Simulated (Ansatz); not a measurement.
Results of HSE06 (Ansatz, a quantum-chemistry and plane-wave program, plane waves, PAW) for cubic perovskite KTaO3.

Numerical settings: plane-wave cutoff 460 eV, 6×6×6 k mesh, Fermi–Dirac smearing 0.01 eV, scalar-relativistic PAW data made under PBE.

Computed points:

```csv
V (Å³/atom),E − E_lowest (meV/atom),P (GPa)
12.022,23.37,12.45
12.338,5.37,5.93
12.776,0.00,-1.76
12.971,3.99,-4.75
13.287,17.76,-9.11
```

### Question
Estimate the bulk modulus from the pressures at 12.338 and 12.776 Å³/atom, and compare it with a fit to all energies.

### Answer
B = −V dP/dV. Between V = 12.338 and 12.776 Å³/atom, dP/dV = (-1.76 − (5.93))/(12.776 − 12.338) = -17.6 GPa per Å³/atom; at the midpoint 12.557 Å³/atom this gives B ≈ 220 GPa. The third-order Birch–Murnaghan fit gives V0 = 12.668 Å³/atom, B0 = 212 GPa, B′ = 4.4, which lies 4 % below that estimate.

Measured, for comparison: bulk modulus 220 GPa (temperature not stated, not corrected to a static lattice; as tabulated in Tinte et al. (1998), arXiv:cond-mat/9809379). Computed (rounded) less measured: bulk modulus -4 %.

Spin–orbit coupling is not included.
